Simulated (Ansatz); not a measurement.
For 1T (CdI2-type) TiSe₂ (undistorted form, which takes a superstructure on cooling), LDA in Ansatz (PAW) gives:

| Property | Value |
|---|---|
| lattice constant a | 3.438 Å |
| c axis length | 5.808 Å |

**Question.** What does PBE0-D3(BJ) (PAW; Ansatz, a quantum-chemistry and plane-wave program) give for the same quantities?

**Answer.** 
- lattice constant a: 3.494 Å (increases by 1.6 %)
- lattice parameter c: 5.843 Å (increases by 0.6 %)

For comparison: lattice constant a 3.536 Å (measured, temperature not stated, no zero-point or thermal correction; as tabulated in Björkman (2014), arXiv:1406.2436); lattice parameter c 5.996 Å (measured, temperature not stated, zero-point anharmonic expansion removed (computed with revB86b-DF2); no thermal correction; as tabulated in Björkman (2014), arXiv:1406.2436).

Changes are worked out from the printed values.

Unless a cell is named, each level is at its own relaxed cell (LDA 19.81, PBE0-D3(BJ) 20.60 Å³/atom).

Caveats: LDA has no dispersion term either, though it tends to give short spacings of layers, chains or molecules (LDA). Ansatz's density-functional and Hartree–Fock values are scalar-relativistic unless marked +SOC, with PAW data made under PBE.
